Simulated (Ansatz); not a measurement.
**C₂H (doublet): wave-function methods side by side at distance C1–C2 = 1.884 Å, 6-31G**

Aim: climb from Hartree-Fock through coupled cluster and multireference methods for C₂H (doublet) at one geometry and basis, and see what each rung misses.

Method: 6-31G, core rule «outside noble gas», up to 2 orbitals frozen; program: Ansatz 0.2.0, Gaussian basis.

The runs, in order: UHF; CCSD(T) on ROHF; CCSD(T) on UHF; BCCD(T) on ROHF; CISD; CCSDT(Q) on ROHF; CCSDT(Q) on UHF; CISDTQ; CCSDTQ on ROHF; CASSCF and MRCISD+Q, 3 electrons in 3 orbitals; CASSCF and NEVPT2, 3 electrons in 3 orbitals; CASSCF and MRCISD+Q, 9 electrons in 9 orbitals; CASSCF and NEVPT4(SD), 9 electrons in 9 orbitals; CASSCF and NEVPT2, 9 electrons in 9 orbitals; Full CI; Full CI in the symmetry of the determinant.

31 further runs of the same task are left out: 5 for a known fault of the program, 22 that didn't finish, 4 set aside as unsound or not needed.

**1. The geometry**

The geometry derives from a PBE0/def2-TZVP stationary point (not a proven minimum). One bond is set to the value named and the two fragments are kept rigid.

3 atoms, charge 0, spin multiplicity 2.

Atoms are counted from 1 here; the program's logs count them from 0.

Bond lengths: C1–H3 1.066 Å.

**2. UHF**

in.yaml

```yaml
crystal:
  periodic: [false, false, false]
  atoms:
    - {symbol: C, position_ang: [0.000000, 0.000000, 0.272661]}
    - {symbol: C, position_ang: [0.000000, 0.000000, -1.611339]}
    - {symbol: H, position_ang: [0.000000, 0.000000, 1.338678]}
basis:
  gaussian: {orbitals: 6-31G}
magnetization: {spin_polarized: true, initial_magnetization: 1}
hamiltonian: {xc: hf}
output: {orbitals: {seedname: orbitals}}
```

On the command line:

```sh
> ansatz run in.yaml --threads 1 --pin off --events-out ev --progress --plain --max-ram 2393MiB
```

After this run come: CCSD(T) on ROHF; CCSD(T) on UHF; BCCD(T) on ROHF; CISD; CCSDT(Q) on ROHF; CCSDT(Q) on UHF; CISDTQ; CCSDTQ on ROHF; CASSCF and MRCISD+Q, 3 electrons in 3 orbitals; CASSCF and NEVPT2, 3 electrons in 3 orbitals; CASSCF and MRCISD+Q, 9 electrons in 9 orbitals; CASSCF and NEVPT4(SD), 9 electrons in 9 orbitals; CASSCF and NEVPT2, 9 electrons in 9 orbitals; Full CI; Full CI in the symmetry of the determinant.

Before running them: what should the planned runs give, taken together? Wanted: FCI from the RHF energy; RMP2 from FCI; UMP2 from FCI; RCCSD from FCI; RCCSD(T) from FCI; UCCSD(T) from FCI; RCCSDT(Q) from FCI; UCCSDT(Q) from FCI; NEVPT2 pair from FCI.

**Answer**, as computed:

```
                         quantity                                            value
          FCI from the ROHF energy                                       -6.3380 eV
                    RMP2 from FCI                                       +672.9 meV
                    UMP2 from FCI                                      +1779.9 meV
                   RCCSD from FCI                                       +648.3 meV
                RCCSD(T) from FCI                                       +133.9 meV
                UCCSD(T) from FCI                                       +212.5 meV
               RCCSDT(Q) from FCI                                        +12.1 meV
               UCCSDT(Q) from FCI                                        +12.3 meV
             NEVPT2 pair from FCI                                      +1336.3 meV
           MRCISD+Q pair from FCI                                       +140.0 meV
          NEVPT2 valence from FCI                                       +368.1 meV
levels within 1 kcal/mol (43 meV)  RCCSDT(Q), UCCSDT(Q), RCCSDTQ, MRCISD+Q valence
                    T1 diagnostic                                            0.055
   effectively unpaired electrons                                             1.67
```

In words: RCCSD(T) lands +133.9 meV from the yardstick (2.1 % of the correlation energy). CCSD(T) misses by +133.9 meV on the restricted determinant and by +212.5 meV on the unrestricted one; the two need not hold the same state or core. The occupations show some static correlation. Of the multireference levels listed MRCISD+Q valence comes nearest in total energy (+11.2 meV), which doesn't show that its space is the better one. Coupled cluster took another determinant than the lowest Hartree-Fock one. These misses are within one basis, not against nature; the frozen cores of restricted and unrestricted runs differ, which can shift their rows.

Levels on UHF freeze UHF's core orbitals, full CI those of ROHF, so the U rows can settle a little off it for that reason alone.

With open shells the CI space here admits some triples and quadruples, so it is larger than plain CISD.
